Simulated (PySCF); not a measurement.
butadiene (C4H6), SMILES C(C=C)=C. Coordinates come from a B3LYP-D3(BJ)/def2-SVP optimisation. One conformer was computed; it need not be the lowest.

Level of theory: B3LYP-D3(BJ)/def2-SVP run with PySCF.

Harmonic wavenumbers (cm⁻¹): 179, 299, 517, 540, 779, 901, 933, 934, 993, 1003, 1058, 1222, 1301, 1302, 1395, 1453, 1663, 1722, 3131, 3135, 3142, 3145, 3236, 3236. Rotational constants (GHz): 41.97, 4.395, 3.978; symmetry number 2.

### Question
Work out the zero-point energy and the ideal-gas rigid-rotor harmonic-oscillator thermochemistry at 298.15 K and 1 atm.

### Answer
ZPE = ½ Σ hcν = ½ × 37220 cm⁻¹ = 222.62 kJ/mol. H − E(el) = 237.31 kJ/mol. Entropy in J/(mol K): translation 158.52, rotation 92.97, vibration 24.89, total 276.37. G − E(el) = 154.91 kJ/mol. Cp = 74.47 J/(mol K).
